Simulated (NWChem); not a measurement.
System: carbonyl sulfide (COS); SMILES O=C=S

Parts of the log:

```
             Northwest Computational Chemistry Package (NWChem) 7.3.0
             --------------------------------------------------------

 ORDER OF PRIMARY AXIS IS BEING SET TO 4
 C4V symmetry detected

                             Geometry "geometry" -> ""
                             -------------------------

 Output coordinates in angstroms (scale by  1.889725989 to convert to a.u.)

  No.       Tag          Charge          X              Y              Z
 ---- ---------------- ---------- -------------- -------------- --------------
    1 O                    8.0000     0.00000000     0.00000000    -1.68210321
    2 C                    6.0000     0.00000000     0.00000000    -0.52566727
    3 S                   16.0000     0.00000000     0.00000000     1.03817683

 Effective nuclear repulsion energy (a.u.)      79.3490759054

      Symmetry information
      --------------------

 Group name             C4v
 Group number             18
 Group order               8
 No. of unique centers     3

  xc_inp: hfexch multiplicative factor not found.

                                 NWChem DFT Module
                                 -----------------

 Summary of "ao basis" -> "ao basis" (spherical)
 ------------------------------------------------------------------------------
       Tag                 Description            Shells   Functions and Types
 ---------------- ------------------------------  ------  ---------------------
 O                         6-311++g**               10       22   5s4p1d
 C                         6-311++g**               10       22   5s4p1d
 S                         6-311++g**               14       30   7s6p1d

      Symmetry analysis of basis
      --------------------------

        a1         34
        a2          0
        b1          3
        b2          3
        e          34

            General Information
            -------------------
          SCF calculation type: DFT
          Wavefunction type:  closed shell.
          No. of atoms     :     3
          No. of electrons :    30
           Alpha electrons :    15
            Beta electrons :    15
          Charge           :     0
          Spin multiplicity:     1
          Use of symmetry is: on ; symmetry adaption is: on
          Maximum number of iterations: 150
          AO basis - number of functions:    74
                     number of shells:    34
          Convergence on energy requested:  1.00D-06
          Convergence on density requested:  1.00D-05
          Convergence on gradient requested:  5.00D-04

              XC Information
              --------------
                     Hartree-Fock (Exact) Exchange  1.000

      Superposition of Atomic Density Guess
      -------------------------------------

 Sum of atomic energies:        -509.92715459

      Non-variational initial energy
      ------------------------------

 Total energy =    -510.913280
 1-e energy   =    -860.211907
 2-e energy   =     269.949552
 HOMO         =      -0.352278
 LUMO         =       0.036585

      Symmetry analysis of molecular orbitals - initial
      -------------------------------------------------

 !! scf_movecs_sym_adapt:    6 vectors were symmetry contaminated

  Symmetry fudging

 !! scf_movecs_sym_adapt:    6 vectors were symmetry contaminated

  Numbering of irreducible representations:

     1 a1          2 a2          3 b1          4 b2          5 e

  Orbital symmetries:

     1 a1          2 a1          3 a1          4 a1          5 a1
     6 e           7 e           8 a1          9 a1         10 a1
    11 e          12 e          13 a1         14 e          15 e
    16 e          17 e          18 a1         19 a1         20 e
    21 e          22 a1         23 e          24 e          25 a1

     ---------------------------------------------
      Total Density - Mulliken Population Analysis
     ---------------------------------------------

    Atom       Charge   Shell Charges
 -----------   ------   -------------------------------------------------------
    1 O    8     8.51   1.08  0.91  0.98  1.04  2.19  0.85  1.47 -0.02 -0.01  0.02
    2 C    6     5.19   1.10  0.89  0.42  0.79  1.03  0.46  0.43 -0.07  0.02  0.12
    3 S   16    16.30   0.78  1.19  0.95  1.04  1.10  0.86  1.85  4.06  0.98  2.63  0.82  0.11 -0.10  0.04

 !! scf_movecs_sym_adapt:    6 vectors were symmetry contaminated

  Symmetry fudging

 !! scf_movecs_sym_adapt:    6 vectors were symmetry contaminated

   convergence    iter        energy       DeltaE   RMS-Dens  Diis-err
 ---------------- ----- ----------------- --------- --------- ---------
 d= 0,ls=0.0,diis     1   -510.2436676713 -5.90D+02  8.71D-03  6.14D-01

 !! scf_movecs_sym_adapt:    6 vectors were symmetry contaminated

  Symmetry fudging

 !! scf_movecs_sym_adapt:    6 vectors were symmetry contaminated

 d= 0,ls=0.0,diis     2   -510.2765153070 -3.28D-02  3.71D-03  4.03D-01

 !! scf_movecs_sym_adapt:    6 vectors were symmetry contaminated

  Symmetry fudging

 !! scf_movecs_sym_adapt:    6 vectors were symmetry contaminated

 d= 0,ls=0.0,diis     3   -510.3141656217 -3.77D-02  8.56D-04  4.22D-03

 !! scf_movecs_sym_adapt:    6 vectors were symmetry contaminated

  Symmetry fudging

 !! scf_movecs_sym_adapt:    6 vectors were symmetry contaminated

 d= 0,ls=0.0,diis     4   -510.3147478867 -5.82D-04  3.75D-04  9.99D-04

 !! scf_movecs_sym_adapt:    6 vectors were symmetry contaminated

  Symmetry fudging

 !! scf_movecs_sym_adapt:    6 vectors were symmetry contaminated

 d= 0,ls=0.0,diis     5   -510.3148811775 -1.33D-04  9.32D-05  4.57D-05

 !! scf_movecs_sym_adapt:    6 vectors were symmetry contaminated

  Symmetry fudging

 !! scf_movecs_sym_adapt:    4 vectors were symmetry contaminated

  Resetting Diis
 d= 0,ls=0.0,diis     6   -510.3148920188 -1.08D-05  6.71D-05  7.78D-06

 !! scf_movecs_sym_adapt:    6 vectors were symmetry contaminated

  Symmetry fudging

 !! scf_movecs_sym_adapt:    6 vectors were symmetry contaminated

 d= 0,ls=0.0,diis     7   -510.3148940064 -1.99D-06  2.02D-05  7.17D-07

 !! scf_movecs_sym_adapt:    6 vectors were symmetry contaminated

  Symmetry fudging

 !! scf_movecs_sym_adapt:    4 vectors were symmetry contaminated

 d= 0,ls=0.0,diis     8   -510.3148941829 -1.76D-07  8.09D-06  1.75D-07

         Total DFT energy =     -510.314894182855
      One electron energy =     -860.650589311903
           Coulomb energy =      309.383369953557
    Exchange-Corr. energy =      -38.396750729875
 Nuclear repulsion energy =       79.349075905365

 Numeric. integr. density =        0.000000000000

                  Occupations of the irreducible representations
                  ----------------------------------------------

                     irrep           alpha         beta
                     --------     --------     --------
                     a1                9.0          9.0
                     a2                0.0          0.0
                     b1                0.0          0.0
                     b2                0.0          0.0
                     e                 6.0          6.0

                       DFT Final Molecular Orbital Analysis
                       ------------------------------------

 Vector   13  Occ=2.000000D+00  E=-6.382369D-01  Symmetry=a1
              MO Center=  9.7D-15, -3.3D-14,  8.8D-01, r^2= 1.8D+00
   Bfn.  Coefficient  Atom+Function         Bfn.  Coefficient  Atom+Function
  ----- ------------  ---------------      ----- ------------  ---------------
    50      0.491046  3 S  s                 49      0.384977  3 S  s
    32     -0.315752  2 C  s                 62      0.316567  3 S  pz
    31     -0.216700  2 C  pz                48     -0.215362  3 S  s
    59      0.193769  3 S  pz                28     -0.185623  2 C  s
    27     -0.138979  2 C  pz                56     -0.137928  3 S  pz

 Vector   14  Occ=2.000000D+00  E=-4.220291D-01  Symmetry=e
              MO Center=  2.4D-15,  1.4D-14,  4.8D-01, r^2= 2.2D+00
   Bfn.  Coefficient  Atom+Function         Bfn.  Coefficient  Atom+Function
  ----- ------------  ---------------      ----- ------------  ---------------
    61      0.524106  3 S  py                64      0.257405  3 S  py
    58      0.234979  3 S  py                12     -0.199216  1 O  py
     8     -0.180461  1 O  py                55     -0.170119  3 S  py
     4     -0.120308  1 O  py                34      0.109566  2 C  py
    60      0.087376  3 S  px                52     -0.085057  3 S  py

 Vector   15  Occ=2.000000D+00  E=-4.220291D-01  Symmetry=e
              MO Center= -5.5D-15,  1.1D-15,  4.8D-01, r^2= 2.2D+00
   Bfn.  Coefficient  Atom+Function         Bfn.  Coefficient  Atom+Function
  ----- ------------  ---------------      ----- ------------  ---------------
    60      0.524106  3 S  px                63      0.257405  3 S  px
    57      0.234979  3 S  px                11     -0.199216  1 O  px
     7     -0.180461  1 O  px                54     -0.170119  3 S  px
     3     -0.120308  1 O  px                33      0.109566  2 C  px
    61     -0.087376  3 S  py                51     -0.085057  3 S  px

 Vector   16  Occ=0.000000D+00  E= 5.622515D-02  Symmetry=a1
              MO Center=  1.1D-14,  1.0D-14, -6.0D-01, r^2= 1.3D+01
   Bfn.  Coefficient  Atom+Function         Bfn.  Coefficient  Atom+Function
  ----- ------------  ---------------      ----- ------------  ---------------
    66      7.887297  3 S  s                 36     -5.921991  2 C  s
    39     -3.526522  2 C  pz                69     -1.566324  3 S  pz
    14     -1.469214  1 O  s                 65     -0.601496  3 S  pz
    35     -0.422057  2 C  pz                32      0.266387  2 C  s
    17      0.240355  1 O  pz                10     -0.183696  1 O  s

 Vector   17  Occ=0.000000D+00  E= 8.372799D-02  Symmetry=a1
              MO Center= -5.5D-14, -2.1D-14,  2.8D+00, r^2= 9.8D+00
   Bfn.  Coefficient  Atom+Function         Bfn.  Coefficient  Atom+Function
  ----- ------------  ---------------      ----- ------------  ---------------
    36      6.467319  2 C  s                 66     -5.695569  3 S  s
    69      3.733794  3 S  pz                39      1.826857  2 C  pz
    65     -0.804319  3 S  pz                17     -0.235660  1 O  pz
    35     -0.214407  2 C  pz                32     -0.134493  2 C  s
    50     -0.133725  3 S  s                 28      0.113916  2 C  s

 Vector   18  Occ=0.000000D+00  E= 8.858670D-02  Symmetry=e
              MO Center= -8.4D-16,  5.3D-15,  1.2D+00, r^2= 1.0D+01
   Bfn.  Coefficient  Atom+Function         Bfn.  Coefficient  Atom+Function
  ----- ------------  ---------------      ----- ------------  ---------------
    68      1.764850  3 S  py                64     -0.612175  3 S  py
    38     -0.562399  2 C  py                34     -0.360869  2 C  py
    67     -0.310587  3 S  px                16      0.235480  1 O  py
    30     -0.199022  2 C  py                12      0.145790  1 O  py
    61      0.144984  3 S  py                26     -0.117677  2 C  py

     ---------------------------------------------
      Total Density - Mulliken Population Analysis
     ---------------------------------------------

    Atom       Charge   Shell Charges
 -----------   ------   -------------------------------------------------------
    1 O    8     8.25   1.08  0.91  0.91  1.01  2.06  0.91  1.38  0.01 -0.05  0.02
    2 C    6     5.60   1.10  0.89  0.54  0.83  1.31  0.43  0.44 -0.12  0.02  0.17
    3 S   16    16.15   0.77  1.19  0.95  1.04  1.07  0.90  1.85  4.06  0.97  2.54  0.68  0.16 -0.09  0.06

     -------------------------------------------
      Total Density - Lowdin Population Analysis
     -------------------------------------------

    Atom       Charge   Shell Charges
 -----------   ------   -------------------------------------------------------
    1 O    8     8.12   1.03  0.95  0.92  0.83  2.01  0.57  1.40  0.13  0.25  0.03
    2 C    6     6.11   1.05  0.93  0.54  0.59  1.27  0.31  0.86  0.07  0.16  0.33
    3 S   16    15.77   0.90  1.09  0.96  1.02  0.81  0.63  2.09  3.64  1.23  2.33  0.76  0.10  0.14  0.08

     Multipole analysis of the density
     ---------------------------------

     L   x y z        total         alpha         beta         nuclear
     -   - - -        -----         -----         ----         -------
     0   0 0 0     -0.000000    -15.000000    -15.000000     30.000000

     1   1 0 0     -0.000000     -0.000000     -0.000000      0.000000
     1   0 1 0     -0.000000     -0.000000     -0.000000      0.000000
     1   0 0 1      0.283964      0.141982      0.141982      0.000000

     2   2 0 0    -17.627814     -8.813907     -8.813907      0.000000
     2   1 1 0      0.000000      0.000000      0.000000      0.000000
     2   1 0 1      0.000000      0.000000      0.000000      0.000000
     2   0 2 0    -17.627814     -8.813907     -8.813907      0.000000
     2   0 1 1     -0.000000     -0.000000     -0.000000      0.000000
     2   0 0 2    -19.300372    -83.818878    -83.818878    148.337384
```

Level: Hartree-Fock/6-311++G** (spherical d). Coordinates come from a PBE0/def2-SVP optimisation.

Q: Write an input that gives this output.

A: One answer among several that fit: the input that was run:
```
start job
memory heap 200 mb stack 900 mb global 1100 mb
geometry units angstroms noautoz
  O     -1.676535     0.026960     0.022296
  C     -0.520351     0.008350     0.006924
  S      1.043153    -0.016772    -0.013873
end
basis spherical
  * library 6-311++g**
end
dft
  xc hfexch
  iterations 150
  mulliken
end
task dft energy
```
